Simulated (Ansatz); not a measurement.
Cartesian coordinates (Å):
SMILES: [NH2]
```xyz
3

N     -0.0022     0.4345     0.0000
H     -0.8073    -0.2213     0.0000
H      0.8095    -0.2132     0.0000
```
Charge 0, spin multiplicity 2.

Level of theory: Ansatz (an electronic-structure program) with frozen-core CCSD(T)/cc-pVTZ // PBE-D3(BJ)/def2-TZVP.

```
Item                          Result
----------------------  ------------
HF energy               -55.58504 Ha
MP2 correlation energy   -0.18514 Ha
```

Problem. Estimate the CCSD correlation energy, the (T) correction, the total energy and the T1 diagnostic.

Solution. 
The CCSD correlation energy comes out as -0.20267 Ha and the (T) correction comes out as -0.00572 Ha. The CCSD(T) total energy comes out as -55.79344 Ha. The T1 diagnostic comes out as 0.008.
